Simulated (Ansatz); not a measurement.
Input file:

```yaml
crystal:
  periodic: [false, false, false]
  atoms:
    - {symbol: B, position_ang: [0.000000, -0.588771, 1.527430]}
    - {symbol: S, position_ang: [0.000000, 0.408039, 0.077250]}
    - {symbol: O, position_ang: [0.000000, -0.419926, -1.186924]}
basis:
  gaussian: {orbitals: STO-3G}
total_charge: 1
magnetization: {spin_polarized: false, initial_magnetization: 4}
correlation: {method: fic_mrcisd_q, electrons: outside_noble_gas, active_space: {window: {electrons: 4, orbitals: 7}}}
scf: {lower_state_search: light}
```

```sh
$ ansatz run in.yaml --threads 1 --pin off --events-out ev --progress --plain --max-ram 2393MiB
```

**Question.** Roughly how long does this take on 1 thread of Intel Xeon, shared host, and how much host memory?

**Answer.** 3.3 s wall and 0.16 GiB.

```
232 factors; integrals over basis functions are off by at most 3.5e-5 eV
mean field evaluation 1: about -13349.9647 eV, gradient 3.0e1 eV
mean field evaluation 2: about -13350.0473 eV, gradient 3.0e1 eV
mean field evaluation 4: about -13358.7787 eV, gradient 8.0e0 eV
mean field evaluation 8: about -13359.4122 eV, gradient 1.2e-1 eV
mean field evaluation 16: about -13359.0378 eV, gradient 2.8e0 eV
mean field evaluation 32: about -13351.7938 eV, gradient 4.2e0 eV
mean field -13359.41104557 eV, -490.9493005907 hartree, gradient 2.1e-6 eV, S^2 6.000000; 4 other end points of the search recorded, 0 dependent functions left out
reference -13359.41104557 eV, -490.9493005907 hartree; 16, 12 occupied and 3, 7 virtual orbitals, 232 factors
state -13359.47265971 eV, -490.9515648685 hartree
contracted CI cycle   1: correlation 0.00000000 eV, 0.0000000000 hartree, residual 9.83e0 eV
contracted CI cycle   2: correlation -2.21805230 eV, -0.0815119187 hartree, residual 2.24e0 eV
contracted CI cycle   3: correlation -2.39722744 eV, -0.0880964835 hartree, residual 1.09e0 eV
contracted CI cycle   4: correlation -2.43877639 eV, -0.0896233794 hartree, residual 6.66e-1 eV
contracted CI cycle   5: correlation -2.45507106 eV, -0.0902221973 hartree, residual 3.80e-1 eV
contracted CI cycle   6: correlation -2.45954687 eV, -0.0903866802 hartree, residual 1.83e-1 eV
contracted CI cycle   7: correlation -2.46059446 eV, -0.0904251787 hartree, residual 6.95e-2 eV
contracted CI cycle   8: correlation -2.46074326 eV, -0.0904306468 hartree, residual 3.20e-2 eV
contracted CI cycle   9: correlation -2.46077572 eV, -0.0904318396 hartree, residual 1.78e-2 eV
contracted CI cycle  10: correlation -2.46078458 eV, -0.0904321652 hartree, residual 8.36e-3 eV
contracted CI cycle  11: correlation -2.46078667 eV, -0.0904322423 hartree, residual 3.54e-3 eV
contracted CI cycle  12: correlation -2.46078706 eV, -0.0904322564 hartree, residual 1.68e-3 eV
state -13359.47265971 eV, -490.9515648685 hartree; corrected -13362.16835102 eV, -491.0506296970 hartree
Total energy: -13362.16835102 eV, -491.0506296970 hartree
```

Natural occupations: 1.0000 0.9988 0.9971 0.9967 0.0033 0.0029 0.0012.
